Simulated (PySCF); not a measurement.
Mapped SMILES: `[CH:1]#[NH+:2]`. Hydrogens are named by the atom that carries them.

Geometry: PBE0-D3(BJ)/def2-TZVP; GIAO shifts from PySCF 2.14.0 with density-fitted response routines, gas phase, non-relativistic, averaged over equivalent atoms.

At PBE0/pcSseg-2 (100 basis functions, 1.7 s wall time on 1 thread of an AMD EPYC 9R45, shared host):
```
atoms  δ (ppm)
   C1    104.7
   N2    158.8
H(N2)     6.49
H(C1)     5.74
```

δ = σ(ref) − σ, references computed at the same level: TMS for 13C (σ = 186.03 ppm) and 1H (σ = 31.52 ppm); 15N (σ = 263.78 ppm) against NH3.

Problem. Predict the values at KT3/pcSseg-2 on the same geometry.

Solution. 
```json
{"atoms": "C1", "δ at KT3/pcSseg-2": "92.6", "change": "-12.1"}
{"atoms": "N2", "δ at KT3/pcSseg-2": "145.0", "change": "-13.8"}
{"atoms": "H(N2)", "δ at KT3/pcSseg-2": "6.66", "change": "+0.17"}
{"atoms": "H(C1)", "δ at KT3/pcSseg-2": "5.78", "change": "+0.04"}
```

Referencing at the same level of theory: TMS for 13C (183.24 ppm), 1H (31.63 ppm); 15N (261.05 ppm) against NH3.

The largest change is at N2 (nitrogen bonded to C, H). Cost: 100 basis functions, 1.4 s wall time on 1 thread of an AMD EPYC 9R45, shared host.

Experimental scales use liquid or dissolved standards, which lie at an offset from isolated NH3 (liquid NH3: subtract about 20 ppm). Unscaled 15N shifts of sp2 nitrogen come out 20 to 40 ppm too high even then.
